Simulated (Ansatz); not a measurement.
## CaMg (Pm-3m)

Theory: DFT r2SCAN, scalar-relativistic, plane waves, PAW (Ansatz).

Plane waves to 500 eV, a k mesh through Γ of 10×10×10 on the computed 2-atom cell and Gaussian smearing (0.10 eV); no spin polarisation.

The structure is relaxed at this level of theory with its symmetry kept. Whether it is the stable form of this composition wasn't checked.

```
Ca Mg
1.0
     3.96975    0.00000    0.00000
     0.00000    3.96975    0.00000
     0.00000    0.00000    3.96975
Ca Mg
1 1
Direct
  0.00000 0.00000 0.00000
  0.50000 0.50000 0.50000
```

```json
{
  "Space group": "Pm-3m (No. 221)",
  "Volume per atom": "31.28 Å³",
  "Formation energy from the elements' standard states (uncorrected)": "-0.081 eV/atom",
  "Generalised Kohn–Sham band gap": "none (metal)",
  "Density of states at the Fermi level": "1.53 states/eV per cell",
  "Bulk modulus": "26.1 GPa",
  "Its pressure derivative": "3.7",
  "Bader charges (e)": "Ca (1 in the cell) 1.20, Mg (1 in the cell) -1.20"
}
```